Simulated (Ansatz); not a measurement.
# C2HFS: a ladder of functionals and wavefunction methods

The task here is to estimate one member of a computed series from the others.

Program: Ansatz 0.2.0, Gaussian basis. Level of theory: functionals in def2-TZVPP, the program's frozen cores in correlated methods. These are calculated values, not measurements.

Plan: LDA (SPW92), PBE-D4, revPBE-D4, BLYP-D4, r2SCAN-D4, B97M-V, PBE0-D4, B3LYP-D4, r2SCANh-D4, r2SCAN0-D4, HSE06-D4, BHLYP-D4, CAM-B3LYP-D4, LC-ωPBE, ωB97X-V, ωB97M-V, B2PLYP, PBE-QIDH; CCSD(T)/def2-SVP; CCSD(T)/def2-TZVPP; MP2/def2-QZVPP; extrapolation to the limit; RPA on PBE.

### Structure used throughout

An earlier PBE0-D4 in a triple-zeta def2 set relaxation fixed the geometry.

SMILES `FC=C=S`, 5 atoms, charge 0, spin multiplicity 1.

Atoms are counted from 1 here; the program's logs count them from 0.

Bond lengths: F1–C2 1.340 Å, C2–C3 1.312 Å, C2–H5 1.082 Å, C3–S4 1.549 Å. Angles: F1–C2–C3 121.8°, F1–C2–H5 115.4°, C3–C2–H5 122.8°, C2–C3–S4 178.4°.

Set-up of the first run:

in.yaml

```yaml
crystal:
  periodic: [false, false, false]
  atoms:
    - {symbol: F, position_ang: [0.139087, -0.066596, 1.676164]}
    - {symbol: C, position_ang: [0.375258, 0.198808, 0.383784]}
    - {symbol: C, position_ang: [-0.407632, -0.249732, -0.568105]}
    - {symbol: S, position_ang: [-1.307295, -0.760442, -1.720627]}
    - {symbol: H, position_ang: [1.250583, 0.804261, 0.187285]}
basis:
  gaussian: {orbitals: def2-TZVPP}
hamiltonian: {xc: lda}
output: {orbitals: {seedname: orbitals}}
```

The run is started by

```bash
> ansatz run in.yaml --threads 2 --pin off --events-out ev --progress --plain --max-ram 4352MiB
```

Among the steps run: LDA; PBE-D4 (GGA); revPBE-D4 (GGA); BLYP-D4 (GGA); r2SCAN-D4 (meta-GGA); B97M-V (meta-GGA); PBE0-D4 (hybrid); B3LYP-D4 (hybrid); r2SCANh-D4 (hybrid); r2SCAN0-D4 (hybrid); HSE06-D4 (hybrid); BHLYP-D4 (hybrid); CAM-B3LYP-D4 (range-separated); LC-ωPBE (range-separated); ωB97X-V (range-separated); ωB97M-V (range-separated); B2PLYP (double hybrid); PBE-QIDH (double hybrid).

One table of the session follows, with a row left open; its other results are not shown here.

It belongs to the step «Orbital energies across the functionals». 

```
  functional  HOMO (eV)  LUMO (eV)  gap (eV)
 LDA (SPW92)      -5.59      -4.14      1.45
      PBE-D4      -5.42      -3.92      1.51
   revPBE-D4      -5.36      -3.83      1.53
     BLYP-D4      -5.28      -3.75      1.53
   r2SCAN-D4      -5.63      -3.81      1.82
      B97M-V      -5.67      -3.68      2.00
     PBE0-D4      -6.57      -2.99      3.59
    B3LYP-D4      -6.37      -3.18      3.18
  r2SCANh-D4      -6.06      -3.46      2.60
  r2SCAN0-D4      -6.71      -2.93      3.77
    HSE06-D4      -6.18      -3.37      2.81
    BHLYP-D4      -7.59      -1.89      5.70
CAM-B3LYP-D4      -7.83      -1.81      6.03
     LC-ωPBE          ?          ?         ?
     ωB97X-V      -8.77      -0.72      8.05
     ωB97M-V      -8.62      -0.75      7.87
```

**Question.** Estimate the row for LC-ωPBE.

The run gave: HOMO (eV): -9.12; LUMO (eV): -0.68; gap (eV): 8.44. In the column «HOMO (eV)» it is the lowest.
